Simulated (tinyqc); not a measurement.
A ladder of methods, and size consistency: correlation methods against full CI in the sto-3g basis, for H2O, spin multiplicity 1. Computed by the program tinyqc with PySCF. All electrons correlated; +Q is the Davidson correction (1 - c0^2) E_corr. The last columns treat two copies 100 angstrom apart as one system. FCI is the lowest singlet.

Geometry (angstrom):

| atom | x | y | z |
|---|---|---|---|
| O | 0.0000 | 0.0000 | 0.0000 |
| H | 0.0000 | 0.7340 | 0.7050 |
| H | 0.0000 | -0.6940 | 0.6660 |

RHF energy of one = -74.961231 hartree

Correlation energies (hartree):

| method | E_corr of one | share of FCI (%) | E_corr of two at 100 angstrom | two minus twice one (mhartree) |
|---|---|---|---|---|
| MP2 | -0.040501 | 72.0240 | -0.081003 | 0.0000 |
| CISD | -0.055305 | 98.3499 | -0.107453 | 3.1581 |
| CISD+Q | -0.056981 | 101.3304 | -0.113409 | 0.5542 |
| CCSD | -0.056105 | 99.7724 | -0.112211 | 0.0000 |
| CCSD(T) | -0.056170 | 99.8874 | -0.112340 | 0.0000 |
| FCI | -0.056233 | 100.0000 | - | - |

What does the comparison show, and why?

MP2 recovers 72 %, CISD 98.3 % and CCSD 99.8 % of the FCI value (c0^2 = 0.970 in CISD). MP2 and coupled cluster are size consistent, so their last column vanishes; CISD loses 3.16 mhartree, since a double excitation on each copy is a quadruple of the pair, and the Davidson correction leaves +0.55.
